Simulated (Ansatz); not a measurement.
Input for Ansatz (development build ahead of 0.2.0):

```yaml
crystal:
  periodic: [false, false, false]
  atoms:
    - { symbol: Mg, position_ang: [0.0, 0.0, 0.0] }
    - { symbol: Li, position_ang: [0.0, 2.2504, 1.2993] }
    - { symbol: Li, position_ang: [0.0, -2.2504, 1.2993] }
basis:
  gaussian: { orbitals: pcseg-2 }
magnetization:
  initial_magnetization: 2
hamiltonian:
  xc: { name: wB97X }
```

The input is written out in the form of the current development build from the run's settings.

Results

```json
{
  "Converged": "yes",
  "Total energy": "-215.02528 hartree",
  "Spin squared of the determinant": "2.000",
  "Stability test": "minimum among restricted orbitals"
}
```

Caution: other spin multiplicities may lie lower.
